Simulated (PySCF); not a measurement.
Input of a run (PBE0-D3(BJ)/def2-SVP geometry optimisation, gas phase (PySCF 2.14.0)), started from GFN2-xTB:
```
{"job": {"xc": "PBE0", "basis": "def2-SVP", "d3": "d3bj", "grid": 1, "shake": 0.01, "kind": "geom"}, "charge": 0, "multiplicity": 1}
F     -1.127650    -0.732740    -0.202640
P     -0.007690     0.071360     0.619650
F      1.206700    -0.572570    -0.214560
H     -0.033360     1.208580    -0.235460
```

Output (energies in Eh, forces in Eh/bohr):
```
step   0  E = -541.08030503  max force = 0.015329
step   1  E = -541.07826650  max force = 0.041621
step   2  E = -541.08228657  max force = 0.018290
step   3  E = -541.08309894  max force = 0.004425
step   4  E = -541.08326233  max force = 0.000600
step   5  E = -541.08326382  max force = 0.000219
optimisation converged
```

Problem. Summarise the run.

Solution. The energy falls by 1.9 kcal/mol over 6 energy and gradient evaluations, the largest force component goes from 0.0153 to 2.2e-04 Eh/bohr, and the atoms move by 0.056 Å rms after alignment. The bond that changes most is P2–H4 (three-coordinate phosphorus to P–H hydrogen), which lengthens by 0.019 Å. Bonds longer at the end by more than 0.005 Å: 1 of 3; shorter: 0. Among the angles that change most is F1–P2–F3, from 93.5° to 99.3°. The energy rose by more than 1e-6 Eh at step 1.

Problem. What are the final bond lengths?

Solution. F1–P2 1.609 Å, P2–F3 1.610 Å, P2–H4 1.442 Å. Numbering counts from 1 in the input's order; the species is `FPF` (difluorophosphane).

The run used 51 basis functions and 41 SCF cycles in all. Hardware: Arm Neoverse V1, one thread (shared host). Cost: 4.2 s of wall time, 0.27 GiB resident at most.

PBE0-D3(BJ)/def2-SVP frequencies: not computed here.
